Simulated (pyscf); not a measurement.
## Addition across a multiple bond or ene-type step: O=Mo(=O)(F)–F + hydrogen (H₂) → HO–Mo(OH)(F)–F [singlet]

Gas phase, singlet surface, charge 0. Bonds broken: H6–H7. Bonds formed: O1–H6, O3–H7. Single points on ωB97X-D3(BJ)/def2-SVP structures (PySCF, gas phase).

Transition state (Å):

```xyz
7

O     -0.1374     0.8967     0.6157
Mo    -1.3947    -0.2474     0.2592
O     -0.5861    -0.5744    -1.2424
F     -2.9536     0.6601    -0.0840
F     -1.2112    -1.7022     1.3638
H      0.6416     0.8396    -0.4099
H      0.4461     0.1985    -1.2196
```

One imaginary mode, 1921i cm⁻¹; descent along it reached the two sides named, in the forms told below.

```tsv
bond	change	reactant side (Å)	saddle	product side
H6–H7	breaks	0.760	1.051	2.100
O1–H6	forms	2.8	1.289	0.975
O3–H7	forms	2.8	1.290	0.975
```

Electronic energies relative to the separated reactants (kJ/mol):

```csv
level,barrier,reaction energy,reverse barrier
ωB97X-D3(BJ)/def2-TZVP,213.2,+62.1,151.1
PBE/def2-TZVP,172.9,+135.1,37.7
r²SCAN/def2-TZVP,189.2,+123.6,65.5
B3LYP-D3(BJ)/def2-TZVP,193.7,+81.1,112.6
PBE0-D3(BJ)/def2-TZVP,185.0,+75.8,109.2
M06-2X/def2-TZVP,198.0,+29.1,169.0
ωB97M-D3(BJ)/def2-TZVP,206.0,+48.5,157.5
```

With ωB97M-D3(BJ)/def2-TZVP energies and thermal terms (ideal gas, 1 atm, RRHO with modes under 100 cm⁻¹ raised to 100, one conformer, R ln 2 for chiral ones without a mode under 150 cm⁻¹), in kJ/mol:

```
T (K)    ΔH‡    ΔG‡     ΔH      ΔG
-----  -----  -----  -----  ------
298    207.5  245.7  +70.1   +99.2
600    203.1  286.6  +70.9  +128.5
900    202.4  328.5  +72.3  +157.1
1200   203.3  370.4  +74.1  +185.0
```

On the product side the descent ends in a point that may be a rotor saddle (no frequency run), 11.2 kJ/mol over the lowest minimum found and 139.8 kJ/mol under the saddle at ωB97X-D3(BJ)/def2-TZVP. The same reactants have a lower exit, to O=MoH(OH)(F)–F (barrier +158.7 kJ/mol at ωB97M-D3(BJ)/def2-TZVP, against +206.0 kJ/mol here). The other spin state of HO–Mo(OH)(F)–F [singlet] is not in these data. One saddle was located; it need not be the lowest between these sides. A restricted singlet here is unstable towards spin polarisation, as is usual where a triplet lies low; its energy is less safe. Elements past Kr carry the def2 core potentials, without spin-orbit coupling.
